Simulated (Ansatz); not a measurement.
**C2H5NO: a ladder of functionals and wavefunction methods**

The task here is to estimate one member of a computed series from the others.

Method: functionals in def2-TZVPP, the program's frozen cores in correlated methods; program: Ansatz 0.2.0, Gaussian basis.

Levels to be run: LDA (SPW92), PBE-D4, revPBE-D4, BLYP-D4, r2SCAN-D4, B97M-V, PBE0-D4, B3LYP-D4, r2SCANh-D4, r2SCAN0-D4, HSE06-D4, BHLYP-D4, CAM-B3LYP-D4, LC-ωPBE, ωB97X-V, ωB97M-V, B2PLYP, PBE-QIDH; CCSD(T)/def2-SVP; CCSD(T)/def2-TZVPP; MP2/def2-QZVPP; extrapolation to the limit; RPA on PBE.

### The geometry

The geometry comes from an earlier relaxation with PBE0-D4 in a triple-zeta def2 set; it is a stationary point, not always the lowest conformer.

SMILES `C=NCO`, 9 atoms, charge 0, spin multiplicity 1.

Atoms are counted from 1 here; the program's logs count them from 0.

Bond lengths: C1–N2 1.257 Å, C1–H5 1.090 Å, C1–H6 1.098 Å, N2–C3 1.442 Å, C3–O4 1.397 Å, C3–H7 1.098 Å, C3–H8 1.100 Å, O4–H9 0.963 Å. Angles: N2–C1–H5 119.5°, N2–C1–H6 123.3°, H5–C1–H6 117.3°, C1–N2–C3 118.2°, N2–C3–O4 110.5°, N2–C3–H7 112.9°, N2–C3–H8 106.8°, O4–C3–H7 106.5°, O4–C3–H8 111.5°, H7–C3–H8 108.6°, C3–O4–H9 107.1°.

The first run:

Contents of in.yaml:

```yaml
crystal:
  periodic: [false, false, false]
  atoms:
    - {symbol: C, position_ang: [-1.508479, -0.132905, 0.095960]}
    - {symbol: N, position_ang: [-0.379936, -0.601674, -0.198795]}
    - {symbol: C, position_ang: [0.752762, 0.289828, -0.184719]}
    - {symbol: O, position_ang: [1.810819, -0.275199, 0.531015]}
    - {symbol: H, position_ang: [-2.381001, -0.785181, 0.077288]}
    - {symbol: H, position_ang: [-1.670535, 0.916731, 0.376459]}
    - {symbol: H, position_ang: [0.532566, 1.254068, 0.292592]}
    - {symbol: H, position_ang: [1.028214, 0.472022, -1.234122]}
    - {symbol: H, position_ang: [1.903990, -1.183991, 0.227322]}
basis:
  gaussian: {orbitals: def2-TZVPP}
hamiltonian: {xc: lda}
output: {orbitals: {seedname: orbitals}}
```

Command:

```sh
ansatz run in.yaml --threads 2 --pin off --events-out ev --progress --plain --max-ram 4352MiB
```

Steps of the session up to this table: LDA; PBE-D4 (GGA); revPBE-D4 (GGA); BLYP-D4 (GGA); r2SCAN-D4 (meta-GGA); B97M-V (meta-GGA); B3LYP-D4 (hybrid); r2SCANh-D4 (hybrid); r2SCAN0-D4 (hybrid); HSE06-D4 (hybrid); BHLYP-D4 (hybrid); CAM-B3LYP-D4 (range-separated); LC-ωPBE (range-separated); ωB97X-V (range-separated); ωB97M-V (range-separated); B2PLYP (double hybrid); PBE-QIDH (double hybrid).

One of the session's tables, all rows but one given; the rest of the session is left out.

It belongs to the step «Orbital energies across the functionals». 

| functional | HOMO (eV) | gap (eV) |
| --- | --- | --- |
| LDA (SPW92) | -6.37 | 4.32 |
| PBE-D4 | -6.27 | 4.49 |
| revPBE-D4 | -6.22 | 4.53 |
| BLYP-D4 | -6.19 | 4.52 |
| r2SCAN-D4 | -6.56 | 5.02 |
| B97M-V | -6.75 | 5.30 |
| PBE0-D4 | -7.74 | 7.10 |
| B3LYP-D4 | -7.53 | 6.61 |
| r2SCANh-D4 | ? | ? |
| r2SCAN0-D4 | -7.95 | 7.45 |
| HSE06-D4 | -7.33 | 6.31 |
| BHLYP-D4 | -9.19 | 9.74 |
| CAM-B3LYP-D4 | -9.20 | 9.74 |
| LC-ωPBE | -10.53 | 12.33 |
| ωB97X-V | -10.20 | 11.92 |
| ωB97M-V | -10.12 | 11.71 |

Estimate the missing values for r2SCANh-D4.

Worked estimate for «HOMO (eV)». Against the share of exact exchange, r2SCAN-D4 (0, -6.56), r2SCAN0-D4 (0.25, -7.95) give a slope of -5.56 per unit share; at 0.1 the line stands at -7.12.

**Answer.** HOMO (eV): -7.11; gap (eV): 5.99. In «HOMO (eV)» the line misses by -0.01.
